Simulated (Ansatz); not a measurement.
```yaml
crystal:
  periodic: [false, false, false]
  atoms:
    - {symbol: Fe, position_ang: [-1.365105, -0.339953, -0.001047]}
    - {symbol: O, position_ang: [0.259080, -0.060025, 0.000789]}
    - {symbol: H, position_ang: [1.106025, 0.399978, 0.000258]}
basis:
  gaussian: {orbitals: def2-TZVP}
total_charge: 1
magnetization: {spin_polarized: true, initial_magnetization: 2}
hamiltonian: {xc: pbe0}
relax: {f_tol: 0.004, max_steps: 80}
```

```sh
$ ansatz run in.yaml --threads 1 --pin off --events-out ev --progress --plain --max-ram 2176MiB
```

Steps of the relaxation (energy above the last step; positions in Å, forces in eV/Å):

```
3
step 1, 80.6 meV
Fe   -1.365   -0.340   -0.001   -1.685   -0.238   -0.002
O     0.259   -0.060    0.001    1.774    0.184    0.003
H     1.106    0.400    0.000   -0.088    0.053    0.000
```

```
3
step 2, 50.6 meV
Fe   -1.379   -0.342   -0.001   -0.856   -0.087   -0.001
O     0.268   -0.061    0.001    0.921    0.007    0.002
H     1.111    0.403    0.000   -0.064    0.080   -0.001
```

```
3
step 3, 36.8 meV
Fe   -1.395   -0.342   -0.001   -0.063    0.056    0.000
O     0.280   -0.068    0.001    0.113   -0.159    0.001
H     1.115    0.410    0.000   -0.050    0.103   -0.001
```

```
3
step 4, 31.9 meV
Fe   -1.396   -0.336   -0.001    0.060    0.079    0.000
O     0.287   -0.084    0.001    0.081   -0.134    0.001
H     1.110    0.420    0.000   -0.141    0.056   -0.001
```

```
3
step 7, 0.8 meV
Fe   -1.366   -0.277   -0.001   -0.003    0.018    0.000
O     0.340   -0.203    0.002    0.127    0.063    0.000
H     1.026    0.480    0.000   -0.125   -0.080    0.000
```

```
3
step 9, 0.0 meV
Fe   -1.360   -0.269   -0.001    0.001    0.000    0.000
O     0.348   -0.216    0.002    0.000    0.001    0.000
H     1.012    0.485    0.000   -0.001   -0.001    0.000
```

Close pairs at the end: O2–H3 0.966 Å, Fe1–O2 1.708 Å.

A stationary point of unrestricted PBE0 after 9 steps, with ⟨S²⟩ = 2.966 against 2.00 for a pure state; no frequencies were run, so it isn't proven a minimum. 6.6 min on 1 thread of Arm Neoverse V2, shared host.
